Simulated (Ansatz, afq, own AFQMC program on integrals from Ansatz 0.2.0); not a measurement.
## N2, singlet in cc-pVQZ, levels against AFQMC with the constraint released

```
atom   x (Å)   y (Å)   z (Å)
   N  0.0000  0.0000  0.0000
   N  0.0000  0.0000  1.0895
```

Basis cc-pVQZ. Noble-gas cores (and the filled d shells of Ga–Kr and In–Xe) are frozen. Integrals, coupled cluster, full CI and functionals: Ansatz 0.2.0; the random walks run on the same integrals in our own AFQMC program. The CISD trial takes its coefficients from CCSD amplitudes. Released means that phaseless walkers are propagated on without the constraint, phases kept. Free projection: walkers drawn from exp(T), propagated without any constraint. Its projection time is finite, and what remains of the start isn't in its error. Uncertainties: one standard error, sampling alone.

Determinant: RHF, the one that the program's search chose, which needn't be the lowest solution. The geometry is a PBE0/def2-TZVP stationary point of this or a neighbouring charge and spin state.

No full CI on the walks' own integrals is used here. The released AFQMC energy serves as the reference, which it does only where one determinant dominates, the energy is flat over the last release times and near the phaseless one (40 meV or 2 meV an electron, half that with transition metals). On small molecules, where full CI could be run and the noise was under 10 meV, such values lay within 10 meV of it in 19 cases of 20, a flattering rate, since the rule was set on those same cases; what remains of the bias isn't in the error bar.

Cautions: the ph-AFQMC/HF walk drifts between its halves (2.6 errors); the released value is read at 2.40 1/Eh (meV from the phaseless value at times in 1/Eh: -5 ± 5 at 0.24, -6 ± 4 at 0.51, -12 ± 5 at 0.99, -7 ± 5 at 1.62, -13 ± 7 at 2.40).

- T1 diagnostic: 0.0129
- weight of the determinant in the CISD state: 0.890
- size of the correlated space: 10 electrons in 108 orbitals

```json
{"level": "MP2", "correlation energy (eV)": "-10.7918"}
{"level": "CCSD", "correlation energy (eV)": "-10.6578"}
{"level": "CCSD(T)", "correlation energy (eV)": "-11.1979"}
```

Q: Estimate where phaseless AFQMC with a CISD trial lies against CCSD(T) on the same integrals.

A: 2.9 ± 0.5 kJ/mol below CCSD(T).

Reference: AFQMC with the constraint released, correlation energy -11.240 ± 0.007 eV.

```tsv
level	E − E(reference) (kJ/mol)	share of correlation (%)
CCSD(T)	4.1 ± 0.7	99.62
CCSDT	5.1 ± 0.7	99.53
CCSDT(Q)	0.2 ± 0.7	99.98
ph-AFQMC/HF	1.2 ± 3.7	99.89
ph-AFQMC/CISD	1.2 ± 0.8	99.89
free AFQMC	0.6 ± 1.3	99.94
```

CCSDT and higher add their correlation energy to the determinant of the CCSD(T) run, since their own runs factorise the integrals more tightly (a shift of under 2 meV). Free projections are given only where their last times agree within the noise and don't stop above the reference; a slow remainder of the start can still hide under it. A walk keeps the symmetry of its determinant, which the program's search chose and which needn't be the lowest solution, so a lower state of the same spin and another symmetry isn't excluded. Released energies are given only where the last usable release times agree within the noise; a slower fall can still hide under it.
